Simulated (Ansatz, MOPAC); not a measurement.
Molecule: hydrogen fluoride, HF (charge 0, singlet). SMILES: F
Geometry: optimised at B3LYP-D3(BJ)/def2-TZVP (Ansatz, a first-principles code).

Wanted: vertical ionisation energy to the doublet, in eV. Terms: six Cartesian d functions in 6-31G* and its kin unless marked 5d; each state is the SCF solution reached for its charge and spin; non-relativistic; UHF or UKS for open shells; no spin-orbit coupling. First-principles rows: single points at B3LYP-D3(BJ) geometries (Ansatz). Semi-empirical rows: differences of heats of formation at the shared geometry for vertical values.

| species | coefficient | E at HF/6-31G* (Ansatz), Eh | E at B3LYP/def2-TZVPD (Ansatz), Eh | heat of formation at PM3 (MOPAC), kcal/mol |
|---|---|---|---|---|
| charge 1, doublet | +1 | -99.48440 | -99.89489 | 293.31 |
| charge 0, singlet | -1 | -100.00269 | -100.49371 | -62.61 |

Measured values: CCCBDB table in ASE; they hold spin-orbit and core effects.  Value to compare with, the measured value: 16.12 eV. 1 Eh = 27.2114 eV and 1 eV = 23.0605 kcal/mol.

Q: Compute it at each level from the table, and compare with the measured value.

A: 
- HF/6-31G*: the sum of coefficient times E is 0.51829 Eh, or 14.103 eV. Result: 14.10 eV. Its error against the measured value is -2.02 eV.
- B3LYP/def2-TZVPD: the sum of coefficient times E is 0.59882 Eh, or 16.295 eV. Result: 16.29 eV. Its error against the measured value is 0.17 eV.
- PM3: the sum of coefficient times heat of formation is 355.92 kcal/mol, or 15.43 eV. Its error against the measured value is -0.69 eV.
